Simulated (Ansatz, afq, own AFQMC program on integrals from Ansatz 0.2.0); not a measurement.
BSiH₂, quartet: a scan with AFQMC

```xyz
4

Si    0.0000    0.0000    0.6500
B     0.0000    0.0000   -1.3428
H     0.0000   -1.0760   -1.8539
H     0.0000    1.0760   -1.8539
```

The Si1–B2 distance is changed with both sides rigid. Energies in kcal/mol count from this geometry (1.993 Å) at the same level; the start stands on UHF, each point on the determinant named.

Basis cc-pVDZ. Only valence electrons are correlated. AFQMC by an in-house program on the Cholesky factors that Ansatz 0.2.0 writes for its CCSD(T) run. ph-AFQMC/CISD is guided by a CISD state made of CCSD amplitudes; releasing the constraint for a short imaginary time cuts its bias at the price of noise, slowly where states lie close. ± is one standard error of the sampling.

Cautions, each for one point or more: higher spins were not checked; lower spins were not checked; raised T1 diagnostic.

| r(Si1–B2) / Å | det. | T1 | weight | ⟨S²⟩ | wB97M-V | HF | CCSD(T) |
| --- | --- | --- | --- | --- | --- | --- | --- |
| 1.777 | UHF | 0.035 | 0.88 | 3.75 | 10.2 | 12.3 | 12.6 |
| 2.198 | UHF | 0.042 | 0.86 | 3.76 | 3.6 | 2.8 | 2.7 |
| 2.723 | UHF | 0.043 | 0.85 | 3.77 | 26.3 | 20.9 | 25.0 |
| 3.612 | UHF | 0.013 | 0.89 | 3.76 | 47.1 | 32.0 | 44.0 |
| 5.440 | UHF | 0.009 | 0.90 | 3.76 | 52.3 | 34.7 | 48.2 |

(1) Estimate the curve of CCSDT(Q), counted from the same start.

## Answers

(1) 
```
r(Si1–B2) / Å  det.     T1  weight  ⟨S²⟩  CCSDT(Q)  ph-AFQMC/CISD  released AFQMC
        1.777   UHF  0.035    0.88  3.75      12.7     13.8 ± 0.3     13.2 ± 0.4*
        2.198   UHF  0.042    0.86  3.76       2.6      2.4 ± 0.3      2.5 ± 0.4*
        2.723   UHF  0.043    0.85  3.77      24.6     25.6 ± 0.4     24.9 ± 0.5*
        3.612   UHF  0.013    0.89  3.76      44.4     45.1 ± 0.3               –
        5.440   UHF  0.009    0.90  3.76      48.8     49.4 ± 0.3               –
```

Weight is that of the determinant in the CISD state; at the start T1 is 0.040 and the weight 0.87, and ⟨S²⟩ is 3.75. An asterisk marks released energies that aren't shown to be converged. A dash marks a missing value, a released energy that hasn't settled or a functional that sits on another state. Largest departures from CCSDT(Q), at the points where its series has closed: CCSD(T) -0.6 kcal/mol at 5.440 (on UHF), ph-AFQMC/CISD 1.1 kcal/mol at 1.777 (on UHF), wB97M-V 3.5 kcal/mol at 5.440, HF -14.0 kcal/mol at 5.440 (on UHF). Functionals count only at points shown to share the start's state and spin. In this small basis the wave-function levels are far from their limit, so their gap to the functionals isn't the functionals' error.

A walk keeps the symmetry of its determinant, which the program's search chose and which needn't be the lowest solution, so a lower state of the same spin and another symmetry isn't excluded.
